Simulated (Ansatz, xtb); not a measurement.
# C5H11N: which of two isomers lies lower

Structure I is `CC1(N)CCC1`, a singlet and structure II is `C[C@@H]1CC[C@H]1N`, a singlet. Both are isolated molecules in the gas phase, relaxed with B3LYP/def2-SVP, each in the lowest conformer that the search found.

I (Å):

```xyz
17

C    -1.5003    0.4452    0.0308
C     0.0113    0.5338   -0.1749
C     0.6226   -0.8333   -0.6550
C     1.0231   -1.1396    0.8094
C     0.8066    0.3557    1.1528
N     0.3114    1.7576   -0.8952
H    -1.7786   -0.4438    0.6175
H    -2.0227    0.3790   -0.9396
H    -1.8650    1.3415    0.5564
H     1.3041    1.8068   -1.1262
H    -0.1950    1.7890   -1.7818
H    -0.0509   -1.5410   -1.1663
H     1.5025   -0.6634   -1.2967
H     0.3006   -1.7984    1.3152
H     2.0311   -1.5478    0.9768
H     0.2795    0.6059    2.0873
H     1.7479    0.9278    1.1254
```

II (Å):

```xyz
17

C    -1.2290    0.3965    1.4206
C    -0.3928    0.4818    0.1541
C    -0.7215   -0.4188   -1.0663
C     0.7992   -0.5629   -1.3262
C     1.0514   -0.1227    0.1346
N     2.2377    0.6543    0.4090
H    -1.3162   -0.6467    1.7697
H    -2.2509    0.7812    1.2644
H    -0.7771    0.9851    2.2377
H    -0.3236    1.5336   -0.1815
H    -1.1749   -1.3729   -0.7504
H    -1.3421    0.0106   -1.8678
H     1.1649    0.2028   -2.0308
H     1.1915   -1.5411   -1.6439
H     1.0700   -1.0136    0.7887
H     2.2130    1.5414   -0.0958
H     2.3111    0.8816    1.4010
```

Q: Which of the two would you expect CCSD(T)/def2-SVP + ΔMP2/def2-TZVPP electronic energies to favour?

A: Structure I; the calculation gives E(II) − E(I) = +1.28 kcal/mol.

The same difference at several levels:

| level | geometry | E(II) − E(I) (kcal/mol) | departure from the last row (kcal/mol) | job, with rough time for the two |
| --- | --- | --- | --- | --- |
| GFN2-xTB | GFN2-xTB | +0.96 | −0.32 | optimisation, 0.2 s |
| HF/STO-3G | GFN2-xTB | +0.08 | −1.20 | single point, 0.36 s |
| r2SCAN-D4/def2-SVP | GFN2-xTB | +1.42 | +0.15 | single point, 2.8 s |
| B3LYP/def2-SVP | B3LYP/def2-SVP | −0.16 | −1.44 | optimisation, 42 s |
| HF/def2-SVP | B3LYP/def2-SVP | −0.19 | −1.47 | part of the CCSD(T) run |
| MP2/def2-SVP | B3LYP/def2-SVP | +1.24 | −0.04 | part of the CCSD(T) run |
| CCSD(T)/def2-SVP | B3LYP/def2-SVP | +1.10 | −0.17 | single point |
| CCSD(T)/def2-SVP + ΔMP2/def2-TZVPP | B3LYP/def2-SVP | +1.28 |  | single point, 41 s |

As drawn, both hold the same kinds of bond in the same numbers.

HF/STO-3G, B3LYP/def2-SVP, HF/def2-SVP find them nearly level. The largest departure from CCSD(T)/def2-SVP + ΔMP2/def2-TZVPP is that of HF/def2-SVP, 1.47 kcal/mol. The last row adds to CCSD(T) the change of the MP2 difference between the two basis sets, here +0.17 kcal/mol.

With thermal terms from frequencies at re-optimised GFN2-xTB minima (ideal gas, soft modes damped towards free rotors, one conformer each, 298.15 K, 1 atm): the zero-point term adds +0.19 kcal/mol; ΔH is +1.49 and ΔG +1.28 kcal/mol.

The correlated steps freeze 6 core orbitals. Mirror images aren't counted in ΔG. Programs: Ansatz 0.2.0, xtb 6.7.1; the last row on 2 threads of Intel(R) Xeon(R) 6975P-C (Granite Rapids) on a shared host.
